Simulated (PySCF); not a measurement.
## Ionisation energy of Al by level of theory

Al [Ne] 3s2 3p1 (2P) → Al+ [Ne] 3s2 (1S), as a difference of total energies. All numbers are calculated (PySCF 2.14, scalar relativity by spin-free X2C-1e, in x2c-SVPall). Correlated levels: valence: [Ne] frozen. The calculations carry no spin-orbit coupling.

```tsv
method	ionisation energy (eV)	error (eV)
UHF	5.548	-0.429
r2SCAN	6.145	+0.168
PBE	6.051	+0.074
MP2 (valence)	5.647	-0.330
SCS-MP2 (valence)	5.626	-0.351
CCSD (valence)	5.696	-0.281
CCSD(T) (valence)	5.711	-0.266
```

Reference: 5.977 eV (measured; NIST levels, between the centres of gravity of the two terms).

Errors of the correlated levels include the incompleteness of this basis and the frozen core.
